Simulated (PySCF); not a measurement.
**U-wB97X-V/STO-6G run of SiPH4 (SMILES [SiH2]P)**

What is the vertical doublet–quartet gap of SiPH4 at U-wB97X-V/STO-6G? The job is set up through a Python script.

The results are computed with PySCF 2.14.0.

10 further runs of the same task are left out: 1 that didn't finish, 9 set aside as unsound or not needed.

## 1. The structure to begin with

SiPH4: 6 atoms, total charge 0, spin state doublet. As SMILES, `[SiH2]P`. The coordinates come from a GFN2-xTB relaxation. This is one conformer, not always the lowest.

Bond lengths: Si1–P2 2.220 Å, Si1–H3 1.467 Å, Si1–H4 1.466 Å, P2–H5 1.384 Å, P2–H6 1.384 Å. Angles: Si1–P2–H5 96.4°, Si1–P2–H6 96.4°, P2–Si1–H3 109.7°, P2–Si1–H4 109.7°, H5–P2–H6 92.6°, H3–Si1–H4 109.1°.

## 2. The energy at U-wB97X-V/STO-6G

calc.py reads:

```python
# [SiH2]P
from pyscf import gto, dft

mol = gto.Mole()
mol.atom = [
    ('Si', (0.127020, -0.986120, -0.104660)),
    ('P', (-0.338670, 1.170000, 0.142220)),
    ('H', (-0.300620, -1.724700, 1.087920)),
    ('H', (-0.579260, -1.514310, -1.276300)),
    ('H', (0.434680, 1.617150, -0.915300)),
    ('H', (0.656850, 1.437980, 1.066130)),
]
mol.basis = 'sto-6g'
mol.spin = 1
mol.max_memory = 1860
mol.verbose = 3
mol.build()

myscf = dft.UKS(mol, xc='wb97x-v')
myscf.conv_tol = 1e-10
myscf.grids.level = 5
myscf.nlcgrids.level = 1
myscf.kernel()
if not myscf.converged:
    myscf = myscf.newton().run(myscf.mo_coeff, myscf.mo_occ)

e_final = myscf.e_tot
print('Final energy', e_final)
```

Command:

```
$ OMP_NUM_THREADS=1 python calc.py
```

Log:

```text
WARN: HOMO -0.0845622307343956 >= LUMO -0.0845622307343946

converged SCF energy = -630.812072809855  <S^2> = 0.75105413  2S+1 = 2.0010539
Final energy -630.8120728098554
```

Run time: 36 s. Hardware: 1 thread of Arm Neoverse V1, shared host; peak memory 0.21 GiB.

## 3. The quartet at the same level

input.py reads:

```python
from pyscf import gto, dft

mol = gto.M(
    atom=[
    ('Si', (0.127020, -0.986120, -0.104660)),
    ('P', (-0.338670, 1.170000, 0.142220)),
    ('H', (-0.300620, -1.724700, 1.087920)),
    ('H', (-0.579260, -1.514310, -1.276300)),
    ('H', (0.434680, 1.617150, -0.915300)),
    ('H', (0.656850, 1.437980, 1.066130)),
],
    verbose=4,
    basis='sto-6g',
    spin=3,
    max_memory=1860,
)

mf = dft.UKS(mol)
mf.xc = 'wb97x-v'
mf.grids.level = 5
mf.conv_tol = 1e-10
mf.nlcgrids.level = 1
mf.kernel()
if not mf.converged:
    mf = mf.newton().run(mf.mo_coeff, mf.mo_occ)

e_tot = mf.e_tot
print(f'total energy: {e_tot:.8f} hartree')
```

Command:

```
$ OMP_NUM_THREADS=1 python input.py
```

Log:

```text
PySCF version 2.14.0

[INPUT] num. atoms = 6
[INPUT] num. electrons = 33
[INPUT] charge = 0
[INPUT] spin (= nelec alpha-beta = 2S) = 3
[INPUT] symmetry False subgroup None
[INPUT] Mole.unit = angstrom
[INPUT] Symbol           X                Y                Z      unit          X                Y                Z       unit  Magmom
[INPUT]  1 Si     0.127020000000  -0.986120000000  -0.104660000000 AA    0.240033012342  -1.863496725956  -0.197778736197 Bohr   0.0
[INPUT]  2 P     -0.338670000000   1.170000000000   0.142220000000 AA   -0.639993546606   2.210979565741   0.268756849436 Bohr   0.0
[INPUT]  3 H     -0.300620000000  -1.724700000000   1.087920000000 AA   -0.568089467567  -3.259210647037   2.055870845437 Bohr   0.0
[INPUT]  4 H     -0.579260000000  -1.514310000000  -1.276300000000 AA   -1.094642754916  -2.861631167690  -2.411857452782 Bohr   0.0
[INPUT]  5 H      0.434680000000   1.617150000000  -0.915300000000 AA    0.821426151826   3.055970602340  -1.729666321814 Bohr   0.0
[INPUT]  6 H      0.656850000000   1.437980000000   1.066130000000 AA    1.241266604921   2.717388372602   2.014693713183 Bohr   0.0

nuclear repulsion = 83.3229545422204
number of shells = 14
number of NR pGTOs = 132
number of NR cGTOs = 22
basis = sto-6g
ecp = {}

******** <class 'pyscf.dft.uks.UKS'> ********
method = UKS
initial guess = minao
damping factor = 0
level_shift factor = 0
DIIS = <class 'pyscf.scf.diis.CDIIS'>
diis_start_cycle = 1
diis_space = 8
diis_damp = 0
SCF conv_tol = 1e-10
SCF conv_tol_grad = None
SCF max_cycles = 50
direct_scf = True
direct_scf_tol = 1e-13
number electrons alpha = 18  beta = 15
XC library pyscf.dft.libxc version 7.0.0
    S. Lehtola, C. Steigemann, M. J.T. Oliveira, and M. A.L. Marques.,  SoftwareX 7, 1–5 (2018)
XC functionals = wb97x-v
    N. Mardirossian and M. Head-Gordon.,  Phys. Chem. Chem. Phys. 16, 9904-9924 (2014)
radial grids:
    Treutler-Ahlrichs [JCP 102, 346 (1995); DOI:10.1063/1.469408] (M4) radial grids

becke partition: Becke, JCP 88, 2547 (1988); DOI:10.1063/1.454033
pruning grids: <function nwchem_prune>
grids dens level: 5
symmetrized grids: False
atomic radii adjust function: <function treutler_atomic_radii_adjust>
** Following is NLC and NLC Grids **
NLC functional = wb97x-v
radial grids:
    Treutler-Ahlrichs [JCP 102, 346 (1995); DOI:10.1063/1.469408] (M4) radial grids

becke partition: Becke, JCP 88, 2547 (1988); DOI:10.1063/1.454033
pruning grids: <function nwchem_prune>
grids dens level: 1
symmetrized grids: False
atomic radii adjust function: <function treutler_atomic_radii_adjust>
small_rho_cutoff = 0
Set gradient conv threshold to 1e-05
tot grids = 181304
tot grids = 22712
init E= -630.394660793478
[... the frontier-level lines of each cycle are left out ...]


cycle= 1 E= -630.463329931769  delta_E= -0.0687  |g|= 0.0862  |ddm|= 2.75


cycle= 2 E= -630.474052249855  delta_E= -0.0107  |g|= 0.027  |ddm|= 0.288


cycle= 3 E= -630.47574954296  delta_E= -0.0017  |g|= 0.0123  |ddm|= 0.133


cycle= 4 E= -630.47627155592  delta_E= -0.000522  |g|= 0.00477  |ddm|= 0.0956


cycle= 5 E= -630.476368097519  delta_E= -9.65e-05  |g|= 0.00136  |ddm|= 0.0526


cycle= 6 E= -630.476377154674  delta_E= -9.06e-06  |g|= 0.000514  |ddm|= 0.0158


cycle= 7 E= -630.476379247903  delta_E= -2.09e-06  |g|= 0.00036  |ddm|= 0.00727


cycle= 8 E= -630.476381042895  delta_E= -1.79e-06  |g|= 0.000254  |ddm|= 0.00924


cycle= 9 E= -630.476382416975  delta_E= -1.37e-06  |g|= 0.000154  |ddm|= 0.0114


cycle= 10 E= -630.476383007017  delta_E= -5.9e-07  |g|= 7.3e-05  |ddm|= 0.00995


cycle= 11 E= -630.476383100846  delta_E= -9.38e-08  |g|= 4.16e-05  |ddm|= 0.00354


cycle= 12 E= -630.476383127501  delta_E= -2.67e-08  |g|= 1.84e-05  |ddm|= 0.00172


cycle= 13 E= -630.476383132141  delta_E= -4.64e-09  |g|= 5.05e-06  |ddm|= 0.000804


cycle= 14 E= -630.476383132335  delta_E= -1.94e-10  |g|= 1.7e-06  |ddm|= 0.000145


cycle= 15 E= -630.476383132347  delta_E= -1.18e-11  |g|= 6.64e-07  |ddm|= 2.67e-05


Extra cycle  E= -630.476383132348  delta_E= -1.71e-12  |g|= 3.83e-07  |ddm|= 4.61e-06
converged SCF energy = -630.476383132348  <S^2> = 3.7534347  2S+1 = 4.001717
total energy: -630.47638313 hartree
```

Run time: 46 s. Hardware: 1 thread of Arm Neoverse V1, shared host; peak memory 0.22 GiB.

## 4. Outcome

At U-wB97X-V/STO-6G:

| quantity | value |
| --- | --- |
| doublet: total energy | -630.81207 Eh |
| doublet: dipole moment | 1.01 D |
| doublet: HOMO energy (highest over α and β) | -4.92 eV |
| doublet: LUMO energy (lowest over α and β) | 3.48 eV |
| doublet: ⟨S²⟩ | 0.751 |
| quartet: total energy | -630.47638 Eh |
| quartet: dipole moment | 2.77 D |
| quartet: ⟨S²⟩ | 3.753 |
| vertical energy of the quartet above the doublet | 9.135 eV |

What this shows: At this shape the quartet lies 9.13 eV (881 kJ/mol) above the doublet. In a minimal basis such a difference can be off by several eV, whatever the method. Mulliken charges (doublet) run from -0.15 on H3 to +0.32 on Si1.
